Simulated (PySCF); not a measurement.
## MNa for M along the third period

PBE0 with double-zeta basis sets in PySCF, for the lowest determinant that a PBE0 search found; no spin–orbit coupling. De refers to high-spin ground-configuration atoms. A positive dipole means M(−)Na(+).

```csv
M,basis,state (unpaired electrons),Re (Å),ωe (cm⁻¹),De (eV),μ (D)
Na,x2c-SVPall,singlet (closed shell),3.122,160,0.71,n/a
Si,def2-SVPD,"quartet (σ ↑, π ↑↑)",2.706,255,1.45,7.09
P,x2c-SVPall,triplet (π ↑↑),2.668,274,1.27,6.74
S,cc-pVDZ/cc-pV(D+d)Z,doublet (π ↑),2.498,327,2.46,8.22
Cl,def2-SVP,singlet (closed shell),2.338,387,4.01,8.22
```

The shortest bond is that of NaCl (2.338 Å), the longest that of Na2 (3.122 Å). NaCl is bound most strongly (4.01 eV) and Na2 least (0.71 eV).

The rows differ in basis set, which adds steps of its own.

The state changes along the series, so neighbouring rows are not always alike in their bonding.

Closed-shell solutions of metal pairs were not tested for spin polarisation, which can lower them a little. States were picked by a PBE0 search and need not be the measured ground states.
